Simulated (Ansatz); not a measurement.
Energy needed to pull apart AlSiH$_{3}$S, closed shell, into free ground-state atoms, from the structure below (displaced at random from a GFN2-xTB minimum); no zero-point or spin–orbit terms; open-shell atoms are treated unrestricted, in their ground-state multiplicity.

| atom | x (Å) | y (Å) | z (Å) |
| --- | --- | --- | --- |
| Al1 | -1.2438 | -0.5711 | -0.5437 |
| Si2 | 0.9246 | -0.0895 | 0.2321 |
| S3 | -0.9842 | 1.5930 | -0.1436 |
| H4 | -1.7005 | -1.6796 | -1.2599 |
| H5 | 1.8700 | 0.4999 | -0.4444 |
| H6 | 1.2478 | 0.2317 | 1.9422 |

Ansatz 0.2.0; basis: def2-TZVPP; cores frozen in the correlated methods. B3LYP uses VWN-RPA correlation.

```csv
method,atomization energy (kcal/mol)
PBE-D4,?
r2SCAN-D4,360.6
PBE0-D4,352.1
B3LYP-D4,?
r2SCAN0-D4,353.1
wB97M-V,356.7
HF,242.2
MP2,344.5
CCSD,334.9
CCSD(T),343.4
```

What does B3LYP-D4 give? (Judge from chemistry; the value comes from the calculation.)

Computed: 353.0 kcal/mol, which is about 9.7 kcal/mol more than CCSD(T)/def2-TZVPP.

What does PBE-D4 give? (To be estimated.)

The calculation gives: 357.8 kcal/mol, which is about 14.5 kcal/mol more than CCSD(T)/def2-TZVPP.

In triple zeta the MP2 and coupled-cluster atomization energies are still short of their basis limit by a few kcal/mol a bond, whereas those of the functionals are nearly converged, so these differences are not deviations from converged CCSD(T).

No T1 diagnostic of these runs exceeds 0.020.

For scale, one of the runs: CCSD(T)/def2-TZVPP forces, 168 basis functions (an equivalent command: `ansatz run in.yaml --threads 4`). The run took 39 s on 4 CPU threads (shared host), with 2.2 GiB of host memory at its peak.
